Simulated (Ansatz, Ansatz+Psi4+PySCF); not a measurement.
```yaml
atoms:
  - { symbol: N, position_ang: [0.0000, 0.0000, 0.5650] }
  - { symbol: N, position_ang: [0.0000, 0.0000, -2.8249] }
```

Basis set: cc-pVTZ (spherical functions). Frozen core: 2 orbitals. Charge 0, multiplicity 1.

Computed with Ansatz (development build ahead of 0.2.0); each method stands on the lowest determinant of its kind that the runs found. Restricted open shells among the atoms or ions are ROHF, correlated in semicanonical orbitals with singles.

(1) Give the atomization energy at this shape (free ground-state atoms in the same class of orbitals less the molecule, no zero-point energy) of singlet N2 by UHF-MP2, RHF-MP2, RHF, UHF.

Answers

(1)

```
 method  atomization energy
UHF-MP2             0.01 eV
RHF-MP2            -7.49 eV
    RHF           -13.32 eV
    UHF             0.00 eV
```

Caution: the determinant breaks the point group. Caution for UHF-MP2, RHF-MP2: bonds are stretched, where a single reference can fail. Caution for UHF-MP2, UHF: the unrestricted determinant is a mixture of spin states. Caution for RHF-MP2, RHF: an unrestricted determinant lies well below; the molecule lies well above its atoms at this level.
